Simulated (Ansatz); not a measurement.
The input, for Ansatz 0.2.0:

```yaml
crystal:
  periodic: [false, false, false]
  atoms:
    - {symbol: Be, position_ang: [0.000000, -0.065135, 1.918334]}
    - {symbol: Mg, position_ang: [0.000000, -0.037888, -0.652743]}
    - {symbol: H, position_ang: [0.000000, 1.047951, 1.035894]}
    - {symbol: H, position_ang: [0.000000, 0.448054, -2.448143]}
basis:
  gaussian: {orbitals: 6-31G}
magnetization: {spin_polarized: false, initial_magnetization: 2}
correlation: {method: sc_nevpt2, electrons: outside_noble_gas, active_space: {window: {electrons: 6, orbitals: 10}, shells: [{species: Be, l: s, shell: 2}, {species: Be, l: p, shell: 2}, {species: H, l: s, shell: 1}, {species: Mg, l: s, shell: 3}, {species: Mg, l: p, shell: 3}]}}
```

```sh
$ ansatz run in.yaml --threads 1 --pin off --events-out ev --progress --plain --max-ram 2393MiB
```

Output:

```
559 factors; integrals over basis functions are off by at most 1.9e-7 eV
mean field evaluation 1: about -5856.0227 eV, gradient 8.2e0 eV
mean field evaluation 2: about -5856.0504 eV, gradient 8.2e0 eV
mean field evaluation 4: about -5857.8769 eV, gradient 1.4e0 eV
mean field evaluation 8: about -5857.9323 eV, gradient 3.9e-3 eV
mean field evaluation 16: about -5857.9314 eV, gradient 1.8e-1 eV
mean field -5857.93226310 eV, -215.2750400200 hartree, gradient 2.4e-6 eV, S^2 2.000000; 3 other end points of the search recorded, 0 dependent functions left out
reference -5857.93226310 eV, -215.2750400200 hartree; 10, 8 occupied and 16, 18 virtual orbitals, 559 factors
state -5859.14577578 eV, -215.3196357883 hartree
state -5859.14577578 eV, -215.3196357883 hartree; corrected -5859.32401098 eV, -215.3261858112 hartree
Total energy: -5859.32401098 eV, -215.3261858112 hartree
Checks for a lower state left out: starts, orbital_swaps
```

Natural occupations: 1.9646 1.9519 0.9953 0.9929 0.0432 0.0174 0.0106 0.0097 0.0084 0.0061.

For the same geometry and basis full CI lies 90.9 meV lower.

Ran on 1 thread of Arm Neoverse V2, shared host: 2 s wall, 0.09 GiB peak host memory.
